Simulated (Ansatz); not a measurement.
HCl$_{2}$, doublet: at the start structure of a reaction step.

Input (in.yaml):

```yaml
crystal:
  periodic: [false, false, false]
  atoms:
    - {symbol: H, position_ang: [1.078574, 0.525156, -0.096175]}
    - {symbol: Cl, position_ang: [0.697154, -0.653099, -0.426032]}
    - {symbol: Cl, position_ang: [-1.775728, 0.127943, 0.522207]}
basis:
  gaussian: {orbitals: def2-TZVPP}
magnetization: {spin_polarized: true, initial_magnetization: 1}
hamiltonian: {xc: {name: B97M-V}}
```

Command:

```bash
ansatz run in.yaml --threads 2 --pin off --events-out ev --progress --plain --max-ram 4352MiB
```

What Ansatz 0.2.0 printed:

```
Functional definition: B97M-V
  name "B97M-V"
  cite "Mardirossian & Head-Gordon, J. Chem. Phys. 142, 074111 (2015) doi:10.1063/1.4907719"
  cite "Becke, J. Chem. Phys. 107, 8554 (1997) doi:10.1063/1.475007"
  cite "Vydrov & Van Voorhis, J. Chem. Phys. 133, 244103 (2010) doi:10.1063/1.3521275"
  # Of w^i u^j: cxij and so on, Table III.
  parameter cx00 = 1.000
  parameter cx01 = 1.308
  parameter cx02 = 1.901
  parameter cx10 = 0.416
  parameter cx11 = 3.070
  parameter css00 = 1.000
  parameter css02 = -1.855
  parameter css10 = -5.668
  parameter css32 = -20.497
  parameter css42 = -20.364
  parameter cos00 = 1.000
  parameter cos01 = 1.573
  parameter cos03 = -6.298
  parameter cos10 = 2.535
  parameter cos32 = -6.427
  parameter b = 6.0
  parameter c = 0.01
  gx(w, u) = cx00 + cx01*u + cx02*u^2 + (cx10 + cx11*u)*w
  gss(w, u) = css00 + css02*u^2 + css10*w + (css32*w^3 + css42*w^4)*u^2
  gos(w, u) = cos00 + cos01*u + cos03*u^3 + cos10*w + cos32*w^3*u^2
  exchange = spin_sum(e_x_unif_s*gx(b97_w, b97_u_x))
  correlation = spin_sum(e_c_pw_mod_same_spin*gss(b97_w, b97_u_same))
      + integral(e_c_pw_mod_opposite_spin*gos(b97_w_opposite, b97_u_opposite)) + vv10(b, c)
647 factors; their error is unknown
mean field evaluation 1: about -25053.7121 eV, gradient 9.3e0 eV
mean field evaluation 2: about -25053.5220 eV, gradient 1.3e1 eV
mean field evaluation 4: about -25054.4061 eV, gradient 1.1e0 eV
mean field evaluation 8: about -25054.3987 eV, gradient 3.5e-2 eV
mean field evaluation 16: about -25054.3987 eV, gradient 1.6e-4 eV
mean field evaluation 32: about -25054.3969 eV, gradient 1.4e-1 eV
mean field -25054.39872036 eV, -920.7321704918 hartree, gradient 1.5e-5 eV, S^2 0.753724; 7 other end points of the search recorded, 0 dependent functions left out
reference -25054.39875707 eV, -920.7321718409 hartree; 18, 17 occupied and 80, 81 virtual orbitals, 647 factors
Total energy: -25054.39875707 eV, -920.7321718409 hartree
```

The lines “mean field evaluation” count trial sets of orbitals through the whole run, from several starts and some on an approximate energy, so they need not fall steadily or lie above the final value.

Hardware: 2 CPU threads of an Arm Neoverse V1, shared host. Wall time about 14 s.
